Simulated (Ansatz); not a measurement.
A nudged elastic band was laid between two geometries of CH8AlN (11 atoms, charge 0, multiplicity 1).

Theory: RKS PBE0-D4/6-31G* in Ansatz 0.2.0.

```json
{"movable images": "7", "climbing image": "yes", "spring": "5.0 eV/Å²", "optimiser": "quadratic models (default)", "start path": "through a guess of the saddle point", "force threshold": "0.03 eV/Å", "iteration limit": "60", "end points": "relaxed"}
```

Initial state:

```xyz
11
Properties=species:S:1:pos:R:3
Al -0.064 -0.249 0.431
C 0.068 0.432 2.287
H -0.834 0.229 2.881
H 0.924 0.017 2.836
H 0.200 1.522 2.296
H 1.288 -0.313 -0.450
H -1.438 0.012 -0.376
N -0.298 -2.289 0.763
H -0.449 -2.779 -0.117
H 0.528 -2.690 1.204
H -1.097 -2.481 1.365
```

Final state:

```xyz
11
Properties=species:S:1:pos:R:3
Al 0.078 -0.807 -0.237
C -0.186 0.234 2.778
H -0.831 0.471 3.628
H 0.859 0.415 3.040
H -0.468 0.879 1.938
H 1.563 -0.247 -0.128
H -1.187 0.065 -0.654
N -0.173 -2.548 0.027
H -1.061 -3.023 -0.056
H 0.558 -3.204 0.265
H -0.321 -0.823 2.521
```

What changes between the two ends?

Bonds broken: Al1–C2, N8–H11. Bonds formed: C2–H11. CH8AlN becomes AlH4N + CH4.

What energy profile does the band end with?

The run converged. The highest image is number 4 of 0 to 8, 1.45 eV above the first end and 1.24 eV above the last; the last end lies 0.20 eV above the first. A vibrational analysis at the climbing image gives one clearly imaginary mode, 1472i cm⁻¹: a first-order saddle point. The orbitals stay closed-shell, which can raise the energy where a bond breaks towards radicals; this wasn't checked here.

| image | path coordinate (Å) | energy (eV) | Al1–C2 (Å) | N8–H11 (Å) | C2–H11 (Å) |
| --- | --- | --- | --- | --- | --- |
| 0 | 0.00 | 0.00 | 1.98 | 1.02 | 3.27 |
| 1 | 0.76 | 0.01 | 1.98 | 1.02 | 3.06 |
| 2 | 1.52 | 0.03 | 1.98 | 1.02 | 2.84 |
| 3 | 2.28 | 0.34 | 2.00 | 1.03 | 2.13 |
| 4 | 3.04 | 1.45 | 2.18 | 1.35 | 1.42 |
| 5 | 3.68 | 0.55 | 2.56 | 1.99 | 1.11 |
| 6 | 4.32 | 0.26 | 2.91 | 2.45 | 1.10 |
| 7 | 4.96 | 0.21 | 3.17 | 2.86 | 1.10 |
| 8 | 5.60 | 0.20 | 3.20 | 3.04 | 1.10 |

What is the geometry of the highest image?


```xyz
11
Properties=species:S:1:pos:R:3
Al -0.013 -0.425 0.143
C -0.117 0.001 2.277
H -1.043 -0.008 2.862
H 0.739 -0.114 2.950
H -0.040 1.035 1.890
H 1.461 -0.047 -0.335
H -1.342 0.156 -0.519
N -0.186 -2.241 0.751
H -1.051 -2.759 0.631
H 0.602 -2.880 0.741
H -0.181 -1.306 1.730
```

What are the harmonic wavenumbers there?

1472i, 103, 286, 358, 385, 447, 513, 630, 649, 666, 714, 739, 746, 780, 1296, 1366, 1491, 1584, 1599, 1840, 1926, 1929, 3008, 3118, 3175, 3564, 3672 cm⁻¹.

Run time: 5.5 min on 1 thread of Arm Neoverse V1, with other jobs on the host, peak memory 0.13 GiB.
